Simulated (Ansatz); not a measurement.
System: black phosphorus. Method: r²SCAN (Ansatz, a program for electronic structure, PAW).

Settings: plane-wave cutoff 500 eV, 10×8×10 k mesh (along the axes of the cell as run), Fermi–Dirac smearing 0.05 eV, scalar-relativistic PAW data made under PBE.

Computed at the level's own relaxed cell.

Q: Give the computed volume per atom, lattice parameter a, lattice parameter b and lattice parameter c.

A: 
- volume per atom = 20.71 Å³/atom
- lattice parameter a = 3.300 Å
- lattice parameter b = 11.022 Å
- lattice parameter c = 4.555 Å

Measured, for comparison: equilibrium volume per atom 18.97 Å³/atom (temperature not stated, not corrected to a static lattice; as tabulated in Appalakondaiah et al. (2012), arXiv:1211.3512). Computed (rounded) less measured: equilibrium volume per atom +9.2 %.

Note: the cell comes from a level without a dispersion term, which matters for the spacing of layers, chains or molecules.

The result took very roughly 2.4 core-minutes.
